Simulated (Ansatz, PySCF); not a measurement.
Gas-phase reaction in SMILES: Cl[CH]Cl → Cl[CH-]Cl (an electron is taken up)
Structures are relaxed separately at B3LYP-D3(BJ)/def2-TZVP in Ansatz (a program for electronic structure).

Quantity: adiabatic electron affinity (0 K, with B3LYP-D3(BJ) harmonic zero-point energies from PySCF), positive where the reaction releases energy, in eV. Correlated levels leave the core frozen unless marked. Open shells are spin-unrestricted. Spin-orbit coupling is left out. Non-relativistic. Anions need diffuse functions: aug- sets have them; def2-D sets add few; the other sets have none. Basis-set limits of correlation are two-point, X^-3; Hartree-Fock from the larger set. The bracket is a focal-point correction in the basis named.

| level | program | adiabatic electron affinity (eV) | minus last row |
|---|---|---|---|
| HF/cc-pV(D+d)Z | Ansatz | 0.10 | -1.35 |
| HF/aug-cc-pV(T+d)Z | Ansatz | 0.22 | -1.23 |
| HF/cc-pwCVTZ | Ansatz | 0.09 | -1.36 |
| RI-HF/aug-cc-pV(Q+d)Z | Ansatz | 0.19 | -1.26 |
| SVWN5/def2-TZVPD | Ansatz | 1.26 | -0.19 |
| PBE-D3(BJ)/def2-TZVPD | Ansatz + dftd3 | 1.29 | -0.16 |
| PBE-D4/def2-TZVPD | Ansatz + dftd4 | 1.30 | -0.15 |
| BP86/def2-TZVPD | PySCF | 1.45 | 0.00 |
| TPSS-D4/def2-TZVPD | PySCF + dftd4 | 1.36 | -0.09 |
| TPSSh/def2-TZVPD | PySCF | 1.28 | -0.17 |
| PW6B95/def2-TZVPD | PySCF | 1.29 | -0.16 |
| wB97X-V/def2-TZVPD | Ansatz | 1.24 | -0.21 |
| SCS-MP2/cc-pV(T+d)Z | Ansatz | 1.13 | -0.32 |
| CCSD(T)/aug-cc-pV(T+d)Z | Ansatz | 1.38 | -0.07 |
| RI-MP2/CBS(aug-cc-pV(T+d)Z,aug-cc-pV(Q+d)Z)+[CCSD(T)-MP2]/aug-cc-pV(T+d)Z | Ansatz | 1.45 | 0.00 |
